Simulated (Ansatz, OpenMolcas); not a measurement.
How methods differ on Si2H5O (SMILES [SiH2]O[SiH3])

Si2H5O has 8 atoms, charge 0, and is taken as a doublet. SMILES: `[SiH2]O[SiH3]`. Geometry: relaxed at PBE0-D4/def2-TZVP. This is one conformer, not always the lowest.

Each level gives the vertical energy of the quartet above the doublet (eV). The values are calculated.

```json
{"level": "UHF/6-311+G**", "kind": "Hartree–Fock", "program": "Ansatz", "value (eV)": "7.41", "CPU time (all runs)": "25 s"}
{"level": "U-revPBE/6-311+G**", "kind": "GGA", "program": "OpenMolcas", "value (eV)": "6.15", "CPU time (all runs)": "4.4 min"}
{"level": "UM06-L/6-311+G**", "kind": "meta-GGA", "program": "OpenMolcas", "value (eV)": "6.82", "CPU time (all runs)": "5 min"}
{"level": "UB3LYP/6-311+G**", "kind": "global hybrid", "program": "OpenMolcas", "value (eV)": "6.72", "CPU time (all runs)": "3.3 min"}
{"level": "UCAM-B3LYP/6-311+G**", "kind": "range-separated hybrid", "program": "Ansatz", "value (eV)": "7.17", "CPU time (all runs)": "70 s"}
{"level": "UMP2/6-311+G**", "kind": "perturbation theory", "program": "Ansatz", "value (eV)": "8.14", "CPU time (all runs)": "36 s"}
{"level": "UCCSD(T)/6-311+G**", "kind": "coupled cluster or CI", "program": "Ansatz", "value (eV)": "7.28", "CPU time (all runs)": "4.9 min"}
{"level": "UCCSD/6-311+G**", "kind": "coupled cluster or CI", "program": "Ansatz", "value (eV)": "7.45", "CPU time (all runs)": "3.8 min"}
```

The values span 6.15 to 8.14 eV. The coupled-cluster rows rest on a doubtful reference here (large T1 or Brueckner and Hartree–Fock orbitals at odds), and rows may lie in different states. Times are those of the runs behind each value, whatever else they computed, on shared processors of several kinds: orders of magnitude only.
